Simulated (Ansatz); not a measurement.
**hcp La (model structure)**

These are PBEsol in Ansatz (PAW) values and carry that method's errors.

Settings: plane-wave cutoff 500 eV, 24×24×12 k mesh (along the axes of the cell as run), Fermi–Dirac smearing 0.1 eV, scalar-relativistic PAW data made under PBE.

Cell (relaxed at this level):

```xyz
2
Lattice="1.8293 -3.1685 0.0000 1.8293 3.1685 0.0000 0.0000 0.0000 5.9739" Properties=species:S:1:pos:R:3 pbc="T T T"
La     1.8293     1.0562     1.4935
La     1.8293    -1.0562     4.4804
```

For hcp La (model structure), the band gap is none.

Spin–orbit coupling is not included.

A model structure was made by putting elements into a prototype or built by hand; here it ended with the formula and space group of a phase in our tables.

Ansatz is a quantum-chemistry and plane-wave program.
